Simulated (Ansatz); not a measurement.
The input, for Ansatz 0.2.0:

```yaml
crystal:
  periodic: [false, false, false]
  atoms:
    - {symbol: In, position_ang: [0.000000, 0.000000, 0.000000]}
    - {symbol: H, position_ang: [0.000000, 0.000000, 1.496000]}
basis:
  gaussian: {orbitals: def2-TZVPP}
correlation: {method: fic_mrcisd_q, electrons: outside_noble_gas, active_space: {window: {electrons: 4, orbitals: 5}, shells: [{species: H, l: s, shell: 1}, {species: In, l: s, shell: 5}, {species: In, l: p, shell: 5}]}}
```

```sh
$ ansatz run in.yaml --threads 1 --pin off --events-out ev --progress --plain --max-ram 2393MiB
```

Log:

```
970 factors; integrals over basis functions are off by at most 2.5e-7 eV
mean field evaluation 1: about -5163.0138 eV, gradient 7.3e0 eV
mean field evaluation 2: about -5163.0143 eV, gradient 7.3e0 eV
mean field evaluation 4: about -5163.2628 eV, gradient 8.1e-1 eV
mean field evaluation 8: about -5163.2655 eV, gradient 8.2e-4 eV
mean field -5163.26554924 eV, -189.7465091475 hartree, gradient 5.7e-6 eV, S^2 0.000000; 0 other end points of the search recorded, 0 dependent functions left out; unrestricted orbitals would lower it
reference -5163.26554924 eV, -189.7465091475 hartree; 11, 11 occupied and 53, 53 virtual orbitals, 970 factors
state -5164.28403434 eV, -189.7839377847 hartree
contracted CI cycle   1: correlation 0.00000000 eV, 0.0000000000 hartree, residual 7.67e0 eV
contracted CI cycle   2: correlation -0.86307056 eV, -0.0317172580 hartree, residual 2.02e0 eV
contracted CI cycle   3: correlation -0.91745197 eV, -0.0337157381 hartree, residual 5.50e-1 eV
contracted CI cycle   4: correlation -0.92156484 eV, -0.0338668832 hartree, residual 1.92e-1 eV
contracted CI cycle   5: correlation -0.92203436 eV, -0.0338841379 hartree, residual 6.09e-2 eV
contracted CI cycle   6: correlation -0.92208686 eV, -0.0338860671 hartree, residual 2.01e-2 eV
contracted CI cycle   7: correlation -0.92209207 eV, -0.0338862585 hartree, residual 7.14e-3 eV
contracted CI cycle   8: correlation -0.92209266 eV, -0.0338862803 hartree, residual 2.01e-3 eV
contracted CI cycle   9: correlation -0.92209272 eV, -0.0338862824 hartree, residual 5.97e-4 eV
state -5164.28403434 eV, -189.7839377847 hartree; corrected -5165.22751793 eV, -189.8186101669 hartree
Total energy: -5165.22751793 eV, -189.8186101669 hartree
Checks for a lower state left out: starts, orbital_swaps
```

For the same geometry and basis full CI lies 11.3 meV higher.

Ran on 1 thread of Intel Xeon 6975P-C, shared host: 2.3 s wall, 0.17 GiB peak host memory.
